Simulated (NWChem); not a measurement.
**Atomisation of H2Si**

```
Si
H 1 1.5490
H 1 1.5490 2 90.50
```
Charge 0, spin multiplicity 1.

Program: NWChem. The geometry was optimised at PBE/def2-SVP, a minimum by its harmonic frequencies.

Basis set: def2-TZVP. The atomisation energy is electronic alone: no zero-point, thermal, spin-orbit or counterpoise terms. No value is extrapolated to the basis-set limit. Free atoms are single determinants with multiplicities Si 3, H 2. Correlated methods freeze the same cores in atoms and molecule, 5 orbitals in all.

The correlated methods keep 5 core orbitals frozen. B3LYP has NWChem's definition, with VWN1-RPA local correlation. The structure started from a generated list of species. No SCF solution was tested for a lower state. Open-shell Hartree-Fock references start from PBE0 orbitals. Coupled-cluster values serve here as a point of comparison, not as the truth.

Task: Order these methods by the atomisation energy they give, lowest first: B3LYP, HF, CCSD(T), BHandHLYP, r2SCAN.

Result: HF (109.6 kcal/mol), CCSD(T) (146.2 kcal/mol), r2SCAN (148.5 kcal/mol), BHandHLYP (151.0 kcal/mol), B3LYP (153.4 kcal/mol)
